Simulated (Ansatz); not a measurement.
# C2HFO2: basis-set convergence

One table from this session's results is given with a row withheld; the runs are named, their logs left out.

Program: Ansatz 0.2.0, Gaussian basis. Level of theory: one geometry, several basis sets. These are calculated values, not measurements.

Levels to be run: PBE0-D4/def2-SVP; ωB97M-V/def2-SVP; PBE0-D4/def2-QZVPP; ωB97M-V/def2-QZVPP; the functionals' def2-TZVPP values are taken from earlier runs.

## The relaxed structure

The geometry comes from an earlier relaxation with PBE0-D4 in a triple-zeta def2 set; it is a stationary point.

6 atoms, charge 0, spin multiplicity 1.

Atoms are counted from 1 here; the program's logs count them from 0.

Bond lengths: O1–C2 1.330 Å, O1–H6 0.967 Å, C2–C3 1.499 Å, C2–O5 1.198 Å, C3–F4 1.297 Å. Angles: C2–O1–H6 110.4°, O1–C2–C3 119.5°, O1–C2–O5 123.9°, C3–C2–O5 116.0°, C2–C3–F4 108.3°.

The first run:

Input file in.yaml:

```yaml
crystal:
  periodic: [false, false, false]
  atoms:
    - {symbol: O, position_ang: [-0.157596, 0.553714, 1.227389]}
    - {symbol: C, position_ang: [0.452981, 0.014615, 0.176317]}
    - {symbol: C, position_ang: [-0.224764, 0.034808, -1.160191]}
    - {symbol: F, position_ang: [-0.580915, -1.177535, -1.453762]}
    - {symbol: O, position_ang: [1.594055, -0.350530, 0.180622]}
    - {symbol: H, position_ang: [-1.041660, 0.860827, 0.983426]}
basis:
  gaussian: {orbitals: def2-SVP}
hamiltonian: {xc: pbe0, dispersion: d4}
output: {orbitals: {seedname: orbitals}}
```

Run with:

```bash
$ ansatz run in.yaml --threads 2 --pin off --events-out ev --progress --plain --max-ram 4352MiB
```

Steps of the session up to this table: PBE0-D4 in def2-SVP; ωB97M-V in def2-SVP; PBE0-D4 in def2-QZVPP; ωB97M-V in def2-QZVPP.

One table of the session follows, with a row left open; its other results are not shown here.

```
functional       basis  HOMO (eV)  LUMO (eV)
   PBE0-D4    def2-SVP      -7.36      -3.20
   PBE0-D4  def2-TZVPP          ?          ?
   PBE0-D4  def2-QZVPP      -7.62      -3.38
   ωB97M-V    def2-SVP      -9.74      -0.77
   ωB97M-V  def2-TZVPP     -10.01      -0.97
   ωB97M-V  def2-QZVPP     -10.05      -1.03
```

**Question.** Estimate the row for PBE0-D4, def2-TZVPP.

As computed: HOMO (eV): -7.57; LUMO (eV): -3.33. In the column «HOMO (eV)» it lies between PBE0-D4, def2-QZVPP (-7.62) and PBE0-D4, def2-SVP (-7.36).
